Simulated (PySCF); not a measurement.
# Electronic absorption of C5H10S

Species: C₅H₁₀S.
SMILES: `C1[C@@H]([C@@H]1SC)C`

Computed with TDDFT PBE0/def2-SVPD, vertical, gas phase, core orbitals frozen in the response in PySCF. Geometry: GFN2-xTB, one conformer, isolated molecule. Torsions of this conformer, `[CH3:1][S:2][C@@H:3]1[CH2:4][C@@H:5]1[CH3:6]`: C1–S2–C3–C4 157°.

```
state  λ (nm)  E (eV)       f  |μ| (D)  main configurations (H = HOMO, L = LUMO)
   S1   233.2    5.32  0.0016     0.28                     H→L (86%), H→L+1 (8%)
   S2   208.7    5.94   0.019     0.93                    H→L+1 (80%), H→L (10%)
   S3   198.3    6.25   0.024     1.00                               H→L+2 (94%)
   S4   187.8    6.60   0.012     0.70                               H→L+3 (86%)
   S5   186.1    6.66  0.0098     0.62                               H→L+4 (85%)
   S6   174.9    7.09  0.0077     0.54                               H→L+5 (88%)
   S7   170.9    7.25  0.0054     0.45                  H→L+6 (79%), H→L+7 (10%)
   S8   164.3    7.55   0.017     0.78     H→L+7 (52%), H-1→L (31%), H→L+6 (11%)
```

Triplets (Tamm–Dancoff): T1 4.89 eV, H→L (73%), H→L+1 (12%); T2 5.78 eV, H→L+1 (53%), H→L+2 (15%), H→L (12%); T3 5.89 eV, H→L+2 (41%), H→L+4 (25%), H→L+1 (14%).

The lowest singlet lies at 5.32 eV (233 nm, ultraviolet) and is very weak; its leading configuration is HOMO→LUMO (86%). The strongest level in the table is S3 at 6.25 eV (198 nm, f = 0.024). Löwdin shares by element: HOMO sulfur 65%, carbon 24% or more; LUMO sulfur 43%, carbon 13% or more, hydrogen 12% or more (atoms not listed hold the other 31%). Weighted by f, the mean energy of these states is 6.61 eV. Of the 8 states listed, 4 reach f = 0.01 and none stays under 0.0005. The oscillator strengths of these states sum to 0.098; summed over the whole spectrum of an exact calculation they would give the number of electrons, 56 (Thomas–Reiche–Kuhn). Only the lowest 8 singlets were computed, as vertical energies without vibronic structure.
